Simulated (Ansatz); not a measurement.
CaB6-type CaB₆, treated with rVV10 (Ansatz, an electronic-structure program, PAW).

Numerical settings: plane-wave cutoff 520 eV, 8×8×8 k mesh, Fermi–Dirac smearing 0.01 eV, scalar-relativistic PAW data made under PBE.

Computed at the level's own relaxed cell.

```yaml
crystal:
  lattice:
    - [4.14200, 0.00000, 0.00000]
    - [0.00000, 4.14200, 0.00000]
    - [0.00000, 0.00000, 4.14200]
  atoms:
    - { symbol: Ca, position: [0.00000, 0.00000, 0.00000] }
    - { symbol: B, position: [0.79822, 0.50000, 0.50000] }
    - { symbol: B, position: [0.50000, 0.20178, 0.50000] }
    - { symbol: B, position: [0.50000, 0.79822, 0.50000] }
    - { symbol: B, position: [0.20178, 0.50000, 0.50000] }
    - { symbol: B, position: [0.50000, 0.50000, 0.79822] }
    - { symbol: B, position: [0.50000, 0.50000, 0.20178] }
```

Question: List the 18 lowest band energies at Γ above −25 eV (eV, relative to the valence band maximum), grouping those that round alike.

Answer: At Γ: -22.28 (×3), -14.41, -6.85, -6.57 (×3), -5.31 (×2), -0.34 (×3), 2.86 (×3), 3.24 (×2).
